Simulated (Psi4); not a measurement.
Process, species as SMILES: FCF + 2 [H][H] (H2) → C (CH4) + 2 F (HF)
B3LYP-D3(BJ)/def2-TZVP geometries, fixed; electronic energies without zero-point terms.
Largest species:
```xyz
5

C      0.0044     0.0053     0.5043
F     -0.0170     1.1024    -0.3021
F      0.0119    -1.1085    -0.2792
H     -0.9025    -0.0002     1.1113
H      0.9218     0.0234     1.0951
```

Basis-set convergence of the energy of full hydrogenation at MP2 with Psi4. All functions are spherical. Density fitting with the program's default auxiliary sets. Cores are frozen. Psi4's default fitting sets serve the pcseg sets less well. No added dispersion term, no relativity. Functions are those of the species that has most. Reference: Hartree-Fock in cc-pVQZ plus the correlation part extrapolated as X^-3 from cc-pVTZ and cc-pVQZ, -48.92 kcal/mol, itself unsure by roughly 0.52 kcal/mol (a third of the extrapolation step and of the last Hartree-Fock step). Deviations are taken from unrounded values.

```
basis        functions
-----------  ---------
pcseg-0             31
def2-SV(P)          46
def2-SVP            52
pcseg-1             52
aug-pcseg-1         87
def2-TZVP          105
pcseg-2            118
def2-TZVPP         121
aug-pcseg-2        184
def2-QZVPP         231
pcseg-3            246
```

**Question.** Which is the smallest set listed that can be trusted to 2 kcal/mol here, that is, within that of the reference together with its larger relatives (same family, alike in diffuse functions; a set with none to test it counts only in the reference's own line)?

**Answer.** The smallest set listed that lies within 2 kcal/mol of the reference with all its larger relatives (same family, alike in diffuse functions; a set with none counts only in the reference's own line) is aug-pcseg-1 (87 functions, 1.13 kcal/mol off). Value minus reference: pcseg-0 21.96, def2-SV(P) 28.48, def2-SVP 6.84, pcseg-1 3.85, aug-pcseg-1 1.13, def2-TZVP 5.60, pcseg-2 0.76, def2-TZVPP 0.90, aug-pcseg-2 0.82, def2-QZVPP -0.26, pcseg-3 -0.26 kcal/mol.
